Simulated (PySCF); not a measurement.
# Changing the system itself: F2

Aim: change spin, charge, geometry, field or solvent of F2, one at a time, and compare with the base run.

Computed with PySCF 2.14.0. Level: method and basis as typed in the scripts.

### Step 1. Starting geometry

F2: 2 atoms, charge 0, spin multiplicity 1.

Bond lengths: F1–F2 1.230 Å.

### Step 2. Base script

input.py

```python
from pyscf import gto, scf

mol = gto.M(
    atom='F 0 0 0; F 0 0 1.23',
    basis='crenbl',
    ecp={'F': 'crenbl'},
    charge=0,
    spin=0,
    verbose=4,
)
mf = scf.RHF(mol)
mf.kernel()
mf.mulliken_pop()
mf.dip_moment()
print('orbital energies (hartree):', mf.mo_energy[..., max(0, mol.nelec[1]-3):mol.nelec[0]+3].round(4))
```

The run is started by

```
> python input.py
```

The log of this run is left out.

It gives: E(SCF) = -47.574990 Eh, 7 cycles, μ = 0.00 D.

The bond length is a typed value, not an optimised one.

### Step 3. Quintet (UHF)

Edit 1 changes spin (2S): 0 → 4; SCF type: RHF → UHF.

input.py

```python
from pyscf import gto, scf

mol = gto.M(
    atom='F 0 0 0; F 0 0 1.23',
    basis='crenbl',
    ecp={'F': 'crenbl'},
    charge=0,
    spin=4,
    verbose=4,
)
mf = scf.UHF(mol)
mf.kernel()
mf.mulliken_pop()
mf.dip_moment()
print('orbital energies (hartree):', [e[max(0, n-3):n+3].round(4) for e, n in zip(mf.mo_energy, mol.nelec)])
```

The run is started by

```
> python input.py
```

### Step 4. Electric field 0.2 a.u.

Edit 2 changes electric field: none → 0.2 a.u.

Edit input.py of step 2 so:

```diff
@@ -11,2 +11,7 @@
 mf = scf.RHF(mol)
+field = 0.2  # electric field along z, atomic units
+h = mf.get_hcore() + field*mol.intor('int1e_r')[2]
+mf.get_hcore = lambda *args: h
+e_nuc = mol.energy_nuc() - field*mol.atom_charges() @ mol.atom_coords()[:, 2]
+mf.energy_nuc = lambda *args: e_nuc
 mf.kernel()
```

### Step 5. Triplet (UHF)

Edit 3 changes spin (2S): 0 → 2; SCF type: RHF → UHF.

input.py

```python
from pyscf import gto, scf

mol = gto.M(
    atom='F 0 0 0; F 0 0 1.23',
    basis='crenbl',
    ecp={'F': 'crenbl'},
    charge=0,
    spin=2,
    verbose=4,
)
mf = scf.UHF(mol)
mf.kernel()
mf.mulliken_pop()
mf.dip_moment()
print('orbital energies (hartree):', [e[max(0, n-3):n+3].round(4) for e, n in zip(mf.mo_energy, mol.nelec)])
```

### Step 6. Lengths in bohr

Edit 4 changes length unit: angstrom → bohr; bond length: 1.23 Å → 1.23 bohr.

Edit input.py of step 2 so:

```diff
@@ -8,2 +8,3 @@
     spin=0,
+    unit='bohr',
     verbose=4,
```

Before running it: what results should come out? Wanted: for each run, E(SCF); from base; gap, α spin.

As calculated:

```
                                  run  E(SCF) (hartree)  from base (eV)  cycles  gap, α spin (eV)
                                 base        -47.574990               0       7             24.11
                        quintet (UHF)        -46.628275        +25.7614       9             12.29
electric field 0.2 a.u. (poor choice)        -47.736905  not comparable       9             23.78
                        triplet (UHF)        -47.360017         +5.8497       9             28.28
        lengths in bohr (poor choice)        -44.405148  not comparable       7             24.08
```

In words: Of the runs whose energies can be compared, “quintet (UHF)” moves the SCF energy most (+25.761 eV). The quintet solution found lies 25.76 eV above the base singlet at this geometry and level. The triplet solution found lies 5.85 eV above the base singlet at this geometry and level. Rows marked «poor choice» come from settings spoiled on purpose.
